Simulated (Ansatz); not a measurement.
Relative stability

Two relaxed structures of BSiH2O (charge -1), singlet (PBE0-D4/def2-TZVPD; forces vanish, vibrations not checked).

A:

O1  (-0.060, -1.137, 1.958)
B2  (0.097, -0.606, 0.867)
Si3  (0.517, 0.143, -0.946)
H4  (-0.935, 0.010, -1.418)
H5  (0.380, 1.590, -0.460)
(Å)

B:

```csv
atom,x (Å),y (Å),z (Å)
O1,0.0742,-1.4284,2.2553
B2,0.2676,0.1768,-0.6595
Si3,-0.1634,-0.4970,1.0447
H4,-0.5287,-0.1329,-1.5167
H5,0.6772,1.3155,-0.6390
```

Computed with Ansatz 0.2.0 (basis: def2-TZVPPD); correlated methods freeze the cores. B3LYP uses VWN-RPA correlation.

(1) Which structure is lower at CCSD(T), and by how much? (To be estimated.)

T1 diagnostic: at most 0.027. The restricted Hartree–Fock reference is unstable towards an unrestricted one at one or more of these structures.

## Answers

(1) Computed: A, by 44.51 kcal/mol (electronic energy, against the other). By their contacts, A is BSiH₂O ([O][B][SiH2]), total charge -1 and B is BSiH₂O ([BH2][Si][O]), total charge -1.

All methods give the same order:

```csv
method,E(B) − E(A) (kcal/mol)
PBE-D4,41.75
r2SCAN-D4,43.63
PBE0-D4,45.73
B3LYP-D4,45.49
wB97M-V,47.32
HF,56.90
MP2,43.89
CCSD,47.12
CCSD(T),44.51
```

Labels in which every atom is bracketed show which atoms are joined, not bond orders.

For scale, one of the runs: CCSD(T)/def2-TZVPPD, 159 basis functions, launched by `ansatz run in.yaml --threads 2 --pin off --events-out ev --progress --plain --max-ram 4352MiB`. Hardware: 2 CPU threads of an Arm Neoverse V2, shared host. Wall time 14 s; peak host memory 1.1 GiB.
